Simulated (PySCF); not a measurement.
# Worked example: entropy of an ideal gas

H3Si, SMILES [SiH3], multiplicity 2.

Coordinates come from a B3LYP-D3(BJ)/def2-TZVPD optimisation. The isomer is the one that the SMILES or the coordinates give; other isomers of the formula were not compared.

PySCF with B3LYP-D3(BJ)/def2-TZVPD gives the harmonic wavenumbers 768, 936, 936, 2192, 2231, 2231 cm⁻¹ and the rotational temperatures 6.7815, 6.7815, 4.0269 K. The molar mass is 31.11 g/mol, the symmetry number 3, the spin multiplicity 2.

Question: Work out the entropy at 298.15 K and 1 atm in the rigid-rotor, harmonic-oscillator model.

Answer: 
Translation (Sackur–Tetrode at 1 atm): S = R[1.5 ln M + 2.5 ln T − 1.16487] = 151.6 J/(mol K).
Rotation: q = (√π/σ) T^1.5/√(θA θB θC) = 224, S = R[ln q + 3/2] = 57.4 J/(mol K).
Vibration: with u = 1.4388 ν/T, each mode gives R[u/(e^u − 1) − ln(1 − e^−u)]:
```tsv
ν (cm⁻¹)	modes	u	S (J/(mol K))
768	1	3.71	0.98
936	2	4.52	1.01
```
The stiffer modes add less than 0.005 each. Sum 2.0 J/(mol K).
Spin: R ln 2 = 5.8 J/(mol K).
Total 216.8 J/(mol K); the program's own thermochemistry gives 216.8. Translation makes up 70 % and vibration 1 %. Anharmonicity, hindered rotation and orbital degeneracy are left out.
